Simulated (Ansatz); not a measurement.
# C₂H, doublet: reading a ladder of total energies

Geometry: a point of a stretch scan, not a stationary point.

```xyz
3

C     0.0000    0.0000    0.0847
C     0.0000    0.0000   -1.2353
H     0.0000    0.0000    1.1507
```

Basis 6-31G; Ansatz 0.2.0. Correlated methods freeze the noble-gas cores, which leaves 9 electrons in 18 orbitals. R marks a restricted (for open shells ROHF) determinant.

Full CI is exact within this basis and frozen core; it isn't the basis-set limit.

The cluster runs stand on a determinant 0.57 eV above the lowest RHF solution, chosen by trial CCSD; the correlation energy below is counted from it.

Runs differ by some tens of microhartree through their thresholds and, for an open shell, their frozen cores, so steps under 0.03 kcal/mol mean nothing.

```tsv
level	total energy (hartree)
RHF determinant under the cluster runs	-76.079433
RCCSD	-76.285150
RCCSD(T)	-76.293016
RCCSDT	-76.293335
RCCSDT(Q)	-76.294958
RCCSDTQ	-76.294713
full CI	-76.294916
```

What is the correlation energy at full CI, and what share of it do RMP2 and RCCSDTQ recover?

E(corr) = -76.294916 − (-76.079433) = -0.215483 hartree = -5.864 eV. RCCSD: -0.205717 / -0.215483 = 95.47 %. RCCSDTQ: -0.215280 / -0.215483 = 99.91 %.

By how many kcal/mol does RCCSD(T) miss full CI (1 hartree = 627.509 kcal/mol), and which steps make up the rest?

-76.293016 − (-76.294916) = 0.001900 hartree = 1.19 kcal/mol. Steps: RCCSDT − RCCSD(T) = -0.20, RCCSDT(Q) − RCCSDT = -1.02, RCCSDTQ − RCCSDT(Q) = 0.15, full CI − RCCSDTQ = -0.13 kcal/mol. Differences between like states or geometries often cancel part of this.
